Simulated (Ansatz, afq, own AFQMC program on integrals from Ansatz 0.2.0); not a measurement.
AFQMC on a folder of integrals that Ansatz 0.2.0 wrote.

```yaml
crystal:
  periodic: [false, false, false]
  atoms:
    - {symbol: Ge, position_ang: [0.000000, 0.000000, 0.000000]}
    - {symbol: H, position_ang: [0.561303, 1.033925, 1.032591]}
    - {symbol: H, position_ang: [-0.569863, -1.029690, 1.032135]}
    - {symbol: H, position_ang: [-0.559224, 1.030817, -1.036818]}
    - {symbol: H, position_ang: [0.567783, -1.035053, -1.027908]}
basis:
  gaussian: {orbitals: 6-31G}
total_charge: 1
magnetization: {spin_polarized: true, initial_magnetization: 1}
correlation: {method: ccsd_t, electrons: outside_noble_gas, hamiltonian_folder: ham}
```

```sh
$ ansatz run in.yaml --threads 1 --pin off --events-out ev --progress --plain --max-ram 16896MiB --backend cuda --devices 0, --max-vram 18GiB
```

Options of the walk:

```
--method free --trial cisd --walkers 4000 --time-step 0.03 --max-blocks 4000 --target-error 0.00032 --factor-cut 1e-05 --seed 916 --times 0,0.3,0.6,1.2,1.8,2.4,3.6,4.8,6 --taylor-order 8
```

Times are imaginary, in 1/Eh. The walk had a cap of 61 s. Filled inner d shells are frozen with the cores.

Output of the walk:

```
orbitals 23  electrons 4 3  factors 197 of 378
reference energy -2076.90139379 Eh
CCSD correlation -0.08605810 Eh in 11 cycles, weight of the determinant in the CISD state 0.9169
repeat  energy at the last time / Eh  error
    10  -2076.989897  0.000041
    20  -2076.989853  0.000030
    30  -2076.989877  0.000026
time / (1/Eh)  energy / Eh  error  mean overlap
  0.00  -2076.987455  0.000007  1.0906
  0.30  -2076.988423  0.000010  1.0906
  0.60  -2076.988936  0.000012  1.0903
  1.20  -2076.989391  0.000014  1.0935
  1.80  -2076.989607  0.000014  1.0967
  2.40  -2076.989716  0.000015  1.0986
  3.60  -2076.989808  0.000013  1.1034
  4.80  -2076.989873  0.000019  1.1062
  6.00  -2076.989879  0.000025  1.1108
energy -2076.989879 +/- 0.000025 Eh
```

The run passed its tests (error under three times the target), which doesn't prove that it has relaxed.

Against this walk (error 0.7 meV) on the same determinant: CCSD(T) 21.3 meV higher, full CI 0.6 meV lower (within the noise). The error is statistical, and a free projection of finite length keeps a remainder of its start.

Cautions: remainder of the start not in the error; no relativity below Rb; no spin-orbit coupling; inner d shell frozen.

The walk took 40 s on 1 × NVIDIA H100 80GB HBM3 with 2 threads of AMD EPYC 7R13 Processor (Zen 3), on a shared host (the card was shared). The log's last line is the free-projection energy.

A walk keeps the symmetry of its determinant, which the program's search chose and which needn't be the lowest solution, so a lower state of the same spin and another symmetry isn't excluded.
